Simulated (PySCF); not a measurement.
We consider rock-salt MgS, described by CCSD (PySCF, GTH pseudopotentials, Gaussian basis).

Cell (relaxed at this level):

MgS has the cubic space group Fm-3m (No. 225), the rock salt structure, Pearson symbol cF8. Cell: a = 5.198 Å, b = 5.198 Å, c = 5.198 Å, α = 90.00°, β = 90.00°, γ = 90.00°. Mg on 4a sees 6 S at 2.599 Å (octahedral). S on 4b sees 6 Mg at 2.599 Å (octahedral). (Neighbours: up to the widest gap in distance over summed covalent radii, below 1.35, at either atom; cation-cation and far metal-metal contacts left out.)
(The calculation used a cell of 2 atoms; values per cell refer to that cell.)

### Question
Give the computed bulk modulus B0, cohesive energy and pressure derivative B′ of the bulk modulus.

### Answer

- bulk modulus B0 = 82.4 GPa ± 3
- cohesive energy = 3.99 eV/atom ± 0.1
- pressure derivative B′ of the bulk modulus = 4.1

Measured, for comparison: bulk modulus 81 GPa, cohesive energy 4.04 eV/atom (corrected for zero-point motion; as tabulated in Goldzak et al. (2022), arXiv:2208.04865). Computed (rounded) less measured: bulk modulus +2 %, cohesive energy -0.05 eV/atom.

A ± is a rough bar: the spread of an extrapolation, a floor set from checks against published values, or a statistical error.
